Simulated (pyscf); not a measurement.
Single points on ωB97X-D3(BJ)/def2-SVP structures (PySCF, gas phase).

Problem. PBE/def2-TZVP puts the barrier of F–SiH(F)–F + ammonia (NH₃) -> hydrogen fluoride (HF) + H₂N–SiH(F)–F (four-centre exchange; singlet surface; F–Si, H–N broken, F–H, N–Si formed) at 90.4 kJ/mol and the reaction energy at +84.6 kJ/mol, from the separated reactants. What do B3LYP-D3(BJ)/def2-TZVP, PBE0-D3(BJ)/def2-TZVP, ωB97M-D3(BJ)/def2-TZVP give on the same structures?

Solution. B3LYP-D3(BJ): ΔE‡ = 108.1 kJ/mol, ΔE = +84.7 kJ/mol; PBE0-D3(BJ): ΔE‡ = 93.6 kJ/mol, ΔE = +78.8 kJ/mol; ωB97M-D3(BJ): ΔE‡ = 105.5 kJ/mol, ΔE = +83.2 kJ/mol. PBE's barrier lies under all of them, by 3.2 to 17.7 kJ/mol. Its reaction energy matches one of them and lies within 5.8 kJ/mol of the others. On the reactant side the descent ends in an adduct with a N–Si contact, 31.7 kJ/mol under the separated species and 134.2 kJ/mol under the saddle at ωB97X-D3(BJ)/def2-TZVP. On the product side the descent ends in a complex, 31.8 kJ/mol under the separated species and 54.3 kJ/mol under the saddle at ωB97X-D3(BJ)/def2-TZVP. What is counted as formed (N–Si) is already present as a longer contact in the reactant adduct; forming that adduct is a step of its own. One saddle was located; it need not be the lowest between these sides.
